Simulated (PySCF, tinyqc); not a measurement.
RKS/PBE in the sto-3g basis, for LiH, spin multiplicity 1, step by step. The lowest restricted solution is unstable here: a spin-polarised one lies 0.0083 hartree lower (PySCF). One step of it, computed by the program tinyqc.

Task: Iteration 2: building the Kohn-Sham matrix. J_ij = sum D_kl (ij|kl); F = H + J + V_xc; E = tr D H + tr D J / 2 + E_xc + E_nn.

D after iteration 1, lower triangle:
```
            1Li 1s    1Li 2s   1Li 2px   1Li 2py   1Li 2pz     2H 1s
1Li 1s    1.959286
1Li 2s    0.048185  0.213474
1Li 2px   0.000000  0.000000  0.000000
1Li 2py   0.000000  0.000000  0.000000  0.000000
1Li 2pz  -0.041437  0.141950  0.000000  0.000000  0.097162
2H 1s    -0.175233  0.545327  0.000000  0.000000  0.373868  1.438733
```

core Hamiltonian H = T + V (hartree), lower triangle:
```
            1Li 1s     1Li 2s    1Li 2px    1Li 2py    1Li 2pz      2H 1s
1Li 1s   -4.580338
1Li 2s   -1.026597  -1.277966
1Li 2px   0.000000   0.000000  -1.039484
1Li 2py   0.000000   0.000000   0.000000  -1.039484
1Li 2pz  -0.004470  -0.052798   0.000000   0.000000  -1.072958
2H 1s    -0.007734  -0.154675   0.000000   0.000000  -0.235375  -0.989312
```

Two-electron integrals (ij|kl) in chemists' order, unique and non-zero (hartree):
```
(11|11) 1.680395   (21|11) 0.265420   (21|21) 0.049941   (22|11) 0.397727
(22|21) 0.092860   (22|22) 0.290562   (31|31) 0.008981   (32|31) 0.013788
(32|32) 0.064184   (33|11) 0.396640   (33|21) 0.092880   (33|22) 0.290497
(33|33) 0.312946   (41|41) 0.008981   (42|41) 0.013788   (42|42) 0.064184
(43|43) 0.016869   (44|11) 0.396640   (44|21) 0.092880   (44|22) 0.290497
(44|33) 0.279207   (44|44) 0.312946   (51|51) 0.008981   (52|51) 0.013788
(52|52) 0.064184   (53|53) 0.016869   (54|54) 0.016869   (55|11) 0.396640
(55|21) 0.092880   (55|22) 0.290497   (55|33) 0.279207   (55|44) 0.279207
(55|55) 0.312946   (61|11) 0.001638   (61|21) 0.000322   (61|22) 0.000655
(61|33) 0.000642   (61|44) 0.000642   (61|51) 0.000056   (61|52) 0.000118
(61|55) 0.000682   (61|61) 2.57e-06   (62|11) 0.026352   (62|21) 0.006335
(62|22) 0.024596   (62|33) 0.023131   (62|44) 0.023131   (62|51) 0.000827
(62|52) 0.007647   (62|55) 0.027494   (62|61) 0.000055   (62|62) 0.006098
(63|31) 0.000186   (63|32) 0.001371   (63|53) 0.000744   (63|63) 0.000187
(64|41) 0.000186   (64|42) 0.001371   (64|54) 0.000744   (64|64) 0.000187
(65|11) 0.040215   (65|21) 0.009680   (65|22) 0.037892   (65|33) 0.035506
(65|44) 0.035506   (65|51) 0.001286   (65|52) 0.012022   (65|55) 0.042612
(65|61) 0.000085   (65|62) 0.009721   (65|65) 0.015513   (66|11) 0.174243
(66|21) 0.042016   (66|22) 0.172585   (66|33) 0.161869   (66|44) 0.161869
(66|51) 0.004470   (66|52) 0.051769   (66|55) 0.193675   (66|61) 0.000357
(66|62) 0.060153   (66|65) 0.096933   (66|66) 0.774606
```

nuclear repulsion = 0.52273021 hartree

V_xc (hartree), lower triangle:
```
            1Li 1s     1Li 2s    1Li 2px    1Li 2py    1Li 2pz      2H 1s
1Li 1s   -1.079874
1Li 2s   -0.138619  -0.140880
1Li 2px   0.000000   0.000000  -0.134907
1Li 2py   0.000000   0.000000   0.000000  -0.134907
1Li 2pz  -0.001476  -0.035522   0.000000   0.000000  -0.148747
2H 1s    -0.000830  -0.033904   0.000000   0.000000  -0.054924  -0.487036
```

E_xc = sum of w rho eps_xc = -2.31416632 hartree

Give: Coulomb J; Kohn-Sham matrix F; total energy of this density.

Result:

Coulomb J (hartree), lower triangle:
```
         1Li 1s  1Li 2s  1Li 2px  1Li 2py  1Li 2pz   2H 1s
1Li 1s   3.7503
1Li 2s   0.6282  1.1817
1Li 2px  0.0000  0.0000   1.1597
1Li 2py  0.0000  0.0000   0.0000   1.1597
1Li 2pz  0.0114  0.1088   0.0000   0.0000   1.2188
2H 1s    0.0041  0.1627   0.0000   0.0000   0.2569  1.6678
```

Kohn-Sham matrix F (hartree), lower triangle:
```
          1Li 1s   1Li 2s  1Li 2px  1Li 2py  1Li 2pz   2H 1s
1Li 1s   -1.9099
1Li 2s   -0.5370  -0.2372
1Li 2px   0.0000   0.0000  -0.0147
1Li 2py   0.0000   0.0000   0.0000  -0.0147
1Li 2pz   0.0055   0.0205   0.0000   0.0000  -0.0029
2H 1s    -0.0045  -0.0259   0.0000   0.0000  -0.0334  0.1915
```

total energy of this density = -7.733180 hartree
